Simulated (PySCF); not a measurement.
Molecule: dithiane, C4H8S2.

Cartesian coordinates in Å; atom numbers follow the order of the lines, from 1:
```xyz
14

C     0.5958   -0.8041   -0.4253
C    -0.7877   -0.7133    0.2248
C    -1.4916    0.6105   -0.0397
S    -0.6190    1.9909    0.7868
S     1.1125    1.9105   -0.2835
C     1.5934    0.1966    0.1415
H     0.5027   -0.6416   -1.5023
H     0.9921   -1.8109   -0.2701
H    -0.6920   -0.8548    1.3044
H    -1.4132   -1.5204   -0.1654
H    -1.5428    0.8364   -1.1049
H    -2.4949    0.6124    0.3827
H     1.6643    0.1281    1.2271
H     2.5797    0.0592   -0.2982
```

Frames of a GFN2-xTB Langevin trajectory at 400 K; GIAO PBE0/pcSseg-1 shieldings in PySCF 2.14, gas phase, non-relativistic; equivalent atoms averaged within each frame.

Scale: $^{13}$C (186.93 ppm) and $^{1}$H (31.72 ppm) vs TMS; CS2 for $^{33}$S (503.73 ppm) (reference shieldings calculated alike). The references are static minima.

Question: How do the shifts (ppm) fluctuate along the trajectory?

Answer: 
```
         time (fs)  C3/C6  C1/C2  S4/S5  H11/H12/H13/H14  H7/H8/H9/H10
optimised geometry   42.7   33.0     66             2.64          1.86
               250   46.8   33.2     75             2.70          1.34
               425   42.6   40.7    149             3.06          2.59
               625   46.6   35.3    142             2.99          1.71
               800   52.9   43.6     81             3.62          2.85
              1000   43.6   30.6     75             3.05          2.12
    mean of frames   46.5   36.7    104             3.08          2.12
standard deviation    4.0    5.4     38             0.33          0.62
```

5 frames give an uncertainty of the mean of about the standard deviation over 2.2 at best, since frames this close in time may not be independent; classical motion lacks zero-point vibration, and the reference would need the same averaging.
